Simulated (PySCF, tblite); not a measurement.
Complex of K+ and hydrogen sulfide

A gas-phase complex of K+ and hydrogen sulfide; charge +1, singlet. The structure comes from a short search (6 tight-binding starts) and was relaxed by PBE0-D3(BJ)/def2-SVPD; another way of binding may lie lower. Frequencies by PBE0-D3(BJ)/def2-SVPD show no clear imaginary mode.

Parts: 1 = K+ ([K+]), atoms 1, charge +1; 2 = hydrogen sulfide (S), atoms 2–4.

Coordinates in Å:
```
K1      0.248    0.098   -0.030
S2     -1.700   -0.900    2.358
H3     -1.097   -2.018    2.823
H4     -1.317   -0.161    3.424
```

```csv
contact,kind (by geometry),distance (Å),angle (°)
K1···S2,ion contact,3.239,-
```

Interaction energies are complex less parts, with the parts frozen as they stand in it; counterpoise-corrected, in kcal/mol (PySCF).

(1) How strongly do the parts interact, level by level?

(2) What holds them together? Decompose the wB97M-D3(BJ)/def2-TZVPD energy: frozen parts, their antisymmetrised product, then relaxation.

The parts were also relaxed and run alone, at the levels used for the complex: shieldings by PBE0/pcSseg-2.

Values alone: shielding of K1 (ppm): 1325.5; shielding of S2 (ppm): 704.4.

(3) What does binding change?

(4) What are the binding energy from relaxed parts (wB97M-D3(BJ)/def2-TZVPD), and ΔH and ΔG of association at 298.15 K and 1 atm?

Answers

(1) 
| level | interaction | superposition error removed |
| --- | --- | --- |
| wB97M-D3(BJ)/def2-TZVPD | -10.35 | -0.11 |
| PBE0-D3(BJ)/def2-TZVPD | -11.19 | -0.10 |

(2) electrostatic -9.7, Pauli repulsion +5.6, orbital relaxation -5.7, dispersion correction -0.6 kcal/mol, which sum to the value before the counterpoise correction; the Pauli term holds the exchange-correlation of the frozen density too. Of the attraction, 61 % is electrostatic, 36 % is orbital relaxation, 4 % is dispersion correction.

(3) 
| property | alone | in the complex | change |
| --- | --- | --- | --- |
| shielding of K1 (ppm) | 1325.5 | 1286.8 | -38.6 |
| shielding of S2 (ppm) | 704.4 | 709.8 | +5.4 |

(4) -10.30 kcal/mol, -9.29 with zero-point energy; ΔH -9.8 and ΔG -4.4 kcal/mol, from harmonic vibrations by PBE0-D3(BJ)/def2-SVPD with low modes damped.

The 4 runs behind this took 40 s in all, one thread each of Arm Neoverse V2 on a shared host, launched as `OMP_NUM_THREADS=1 python cluster_run.py task.json out`.
